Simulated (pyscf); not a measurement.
Cl–BH–Cl + ammonia (NH₃) → H₂N–B(Cl)–Cl + hydrogen (H₂), a four-centre exchange (singlet surface; B–H, H–N broken, B–N, H–H formed). Structures and frequencies: ωB97X-D3(BJ)/def2-SVP in PySCF. Energies in kcal/mol from the separated reactants.

Small-basis levels: PySCF, no dispersion term, spherical d functions. 

Task: In single points B3LYP/LANL2DZ puts the saddle at 16.1 kcal/mol and the reaction energy at -33.9 kcal/mol. Should these be trusted to within a few kcal/mol? Compare with ωB97M-D3(BJ)/def2-TZVP.

Result: ωB97M-D3(BJ)/def2-TZVP gives ΔE‡ = 17.9 kcal/mol and ΔE = -25.4 kcal/mol. B3LYP/LANL2DZ lies 1.9 kcal/mol under it in the barrier and 8.5 kcal/mol under it in the reaction energy, so on this step it does not hold to within 3.0 kcal/mol. ωB97M-D3(BJ)/def2-TZVP has limits of its own. On the reactant side the descent ends in an adduct with a B–N contact (not fully relaxed), 28.3 kcal/mol under the separated species and 46.1 kcal/mol under the saddle at ωB97X-D3(BJ)/def2-TZVP. What is counted as formed (B–N) is already present as a longer contact in the reactant adduct; forming that adduct is a step of its own. At the saddle there is also a short B–H contact that neither side keeps. The same reactants have a lower exit, to HCl + H₂N–BH–Cl (barrier +4.0 kcal/mol at ωB97M-D3(BJ)/def2-TZVP, against +17.9 kcal/mol here). This is the saddle that the search found; another between the same sides may lie lower.
